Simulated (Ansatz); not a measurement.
# NO2: the cost of one run

Program: Ansatz 0.2.0. Level of theory: the levels named in each step. These are calculated values, not measurements.

## Step 1: Starting point

Bond lengths: O1–N2 1.181 Å, N2–O3 1.181 Å. Angles: O1–N2–O3 137.9°.

As a file:

```xyz
3

O    -1.0967   -0.1666   -0.0039
N    -0.0101    0.2949   -0.0018
O     1.1055   -0.0916    0.0055
```

## Step 2: A rough first relaxation, PBE-D4/def2-SVP

input.yaml reads:

```yaml
crystal:
  periodic: [false, false, false]
  atoms:
    - { symbol: O, position_ang: [-1.09673, -0.16665, -0.00393] }
    - { symbol: "N", position_ang: [-0.0101, 0.29494, -0.00183] }
    - { symbol: O, position_ang: [1.10553, -0.09156, 0.00553] }
total_charge: 1
basis:
  gaussian: { orbitals: def2-SVP }
hamiltonian:
  xc: pbe
  dispersion: d4
relax:
  f_tol: 0.03
  max_steps: 200
```

Launch:

```sh
> ansatz run input.yaml --threads 2 --pin off --max-ram 5120MiB --backend cpu --events-out ev --progress --plain --runs-dir out
```

Q: Estimate wall time and peak memory on 2 threads of Intel Xeon Platinum 8175M at 2.50GHz (Skylake/Cascade Lake), shared host.

About 2.5 s, with a peak of 0.1 GiB.
